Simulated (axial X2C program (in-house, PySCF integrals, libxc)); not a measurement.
# HSiH⁺: bond lengths and stretches, held linear

How do method and spin–orbit coupling move the bonds and stretches of HSiH⁺, held linear?

Program: an in-house X2C program for linear molecules on PySCF integrals. Level of theory: all-electron X2C, two-component (2c) or spin-free, H dyall-v3z, Si dyall-v3z. These are calculated values, not measurements.

All values are calculated.

2 further runs of the same task are left out: 2 set aside as unsound or not needed.

## Step 1: Set-up

File task.json:

```json
{"zs": [1, 14, 1], "q": 1, "bas": ["dyall-v3z", "dyall-v3z", "dyall-v3z"], "r0": [1.48, 1.48], "symm": 1, "scan": ["PBE0", "HF", "LDA"], "levels": ["PBE0", "HF", "r2SCAN"], "nst": 2}
```

Keys: zs atomic numbers; q charge; bas basis sets; r0 starting distance in Å; symm equal bonds; scan levels of the two-bond scan (MP2 follows by itself at each HF point); levels methods; nst determinants followed.

The run is started by

```bash
$ python solin.py task.json out
```

Masses H 1.008, Si 27.977, H 1.008 u.

## Step 2: Scan at PBE0, 2c

State: Ω = 1/2 (beyond evenly filled blocks: ω = 1/2). Energies above the lowest point, from the job's result record:

```
r(H–Si) (Å)  r(Si–H) (Å)  E (meV)
     1.4391       1.4391    24.40
     1.4391       1.4760    12.46
     1.4391       1.5129    25.74
     1.4760       1.4391    12.46
     1.4760       1.4760     0.00
     1.4760       1.5129    12.73
     1.4760       1.5498    46.77
     1.5129       1.4391    25.74
     1.5129       1.4760    12.73
     1.5129       1.5129    24.91
     1.5498       1.4760    46.77
     1.5498       1.5498    91.25
```

A quadratic surface with cubic terms in each bond gives the minimum at 1.475 and 1.475 Å, force constants 2.98, 2.98 and coupling -0.07 mdyn/Å.

## Step 3: Scan at HF, 2c

State: Ω = 1/2 (beyond evenly filled blocks: ω = 1/2). Energies above the lowest point, from the job's result record:

```
r(H–Si) (Å)  r(Si–H) (Å)  E (meV)
     1.4391       1.4391     0.00
     1.4391       1.4760     0.25
     1.4391       1.5129    26.25
     1.4760       1.4391     0.25
     1.4760       1.4760     0.22
     1.4760       1.5129    25.94
     1.4760       1.5498    73.35
     1.5129       1.4391    26.25
     1.5129       1.4760    25.94
     1.5129       1.5129    51.39
     1.5498       1.4760    73.35
     1.5498       1.5498   145.47
```

A quadratic surface with cubic terms in each bond gives the minimum at 1.457 and 1.457 Å, force constants 3.28, 3.28 and coupling -0.03 mdyn/Å.

## Step 4: Scan at LDA, 2c

State: Ω = 1/2 (beyond evenly filled blocks: ω = 1/2). Energies above the lowest point, from the job's result record:

| r(H–Si) (Å) | r(Si–H) (Å) | E (meV) |
| --- | --- | --- |
| 1.4391 | 1.4391 | 44.17 |
| 1.4391 | 1.4760 | 22.38 |
| 1.4391 | 1.5129 | 25.39 |
| 1.4760 | 1.4391 | 22.38 |
| 1.4760 | 1.4760 | 0.00 |
| 1.4760 | 1.5129 | 2.42 |
| 1.4760 | 1.5498 | 25.79 |
| 1.5129 | 1.4391 | 25.39 |
| 1.5129 | 1.4760 | 2.42 |
| 1.5129 | 1.5129 | 4.21 |
| 1.5498 | 1.4760 | 25.79 |
| 1.5498 | 1.5498 | 49.03 |

A quadratic surface with cubic terms in each bond gives the minimum at 1.491 and 1.491 Å, force constants 2.74, 2.74 and coupling -0.07 mdyn/Å.

## Step 5: Comparison

| level | r(H–Si) (Å) | r(Si–H) (Å) | lower stretch (cm⁻¹) | upper stretch (cm⁻¹) |
| --- | --- | --- | --- | --- |
| PBE0, 2c | 1.475 | 1.475 | 2214.7 | 2344.1 |
| HF, 2c | 1.457 | 1.457 | 2337.4 | 2443.4 |
| LDA, 2c | 1.491 | 1.491 | 2117.7 | 2251.8 |
| MP2, 2c | 1.461 | 1.461 | 2285.6 | 2430.5 |
| PBE0, spin-free | 1.475 | 1.475 | 2215.0 | 2344.3 |
| HF, spin-free | 1.457 | 1.457 | 2337.7 | 2443.6 |
| LDA, spin-free | 1.491 | 1.491 | 2118.0 | 2252.0 |
| MP2, spin-free | 1.461 | 1.461 | 2285.6 | 2430.6 |

Scans not shown above were run alike.

**Reading.** Over the levels the H–Si bond spans 1.457 to 1.491 Å and the Si–H bond 1.457 to 1.491 Å. At PBE0 spin–orbit coupling leaves both bonds unchanged to 0.001 Å. Each state is one determinant, the lowest of a limited PBE0 search; the stretches come from a fit to few points and are good to some per cent at best. The stretches are sorted by size, and where the two bonds are alike the symmetric and antisymmetric modes can swap order between levels. MP2 freezes inner shells (threshold -2 hartree). The molecule was held linear; bending was not examined, so a bent shape may lie lower. Note: functional without a current term on a determinant with orbital currents, of the molecule or an atom.
